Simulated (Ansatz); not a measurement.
Relaxation of C$_{3}$H$_{6}$N$_{2}$O (12 atoms, charge 0, multiplicity 1), to a largest force component of 0.015 eV/Å in at most 40 steps.

Level of theory: RKS BLYP/STO-3G (Ansatz 0.2.0).

```xyz
12
Properties=species:S:1:pos:R:3:forces:R:3
C -0.420 -1.039 0.994 -3.80 2.32 2.26
N 0.420 -0.071 0.331 1.77 -3.89 6.86
C 0.907 -0.355 -0.979 5.07 -2.70 -1.12
N 0.503 0.965 -1.363 0.60 4.95 -8.47
C -0.048 1.068 -0.202 -2.56 3.61 0.82
O -0.801 2.005 0.386 -1.13 -1.56 5.28
H 0.085 -1.925 1.214 1.53 -2.59 0.60
H -1.297 -1.216 0.350 -0.63 -0.74 -0.06
H -0.825 -0.558 1.969 0.63 -0.85 -1.19
H 2.031 -0.440 -0.964 -0.23 -0.50 -0.36
H 0.451 -1.194 -1.459 -0.85 -1.47 -1.10
H -0.930 2.705 -0.243 -0.41 3.43 -3.54
```

Q: Where does it end, and by what steps?

A: The forces met the threshold. Limits of this set-up: minimal basis. After 10 steps the energy has fallen by 2.247 eV; N2 moved furthest, 0.18 Å. The start is strongly strained (largest force component 8 eV/Å).

```
step  energy less start (eV)  largest force component (eV/Å)  accepted
   0                  0.0000                           8.469       yes
   1                 -1.9064                           2.526       yes
   2                 -2.0835                           1.493       yes
   3                 -2.1757                           1.489       yes
   4                 -2.1231                           0.972        no
   5                 -2.2404                           0.276       yes
   6                 -2.2306                           0.844        no
   7                 -2.2462                           0.040       yes
   8                 -2.2467                           0.028       yes
   9                 -2.2467                           0.017       yes
  10                 -2.2468                           0.005       yes
```

```xyz
12
Properties=species:S:1:pos:R:3
C -0.486 -1.074 1.051
N 0.536 -0.068 0.472
C 0.996 -0.366 -1.014
N 0.449 1.048 -1.482
C -0.060 1.129 -0.202
O -0.815 2.119 0.462
H 0.067 -1.992 1.345
H -1.298 -1.348 0.335
H -0.936 -0.615 1.958
H 2.104 -0.485 -1.106
H 0.458 -1.225 -1.485
H -0.936 2.823 -0.299
```

Whether the end is a true minimum wasn't checked by a vibrational analysis.

Run time: 95 s on 1 CPU thread of a shared host.
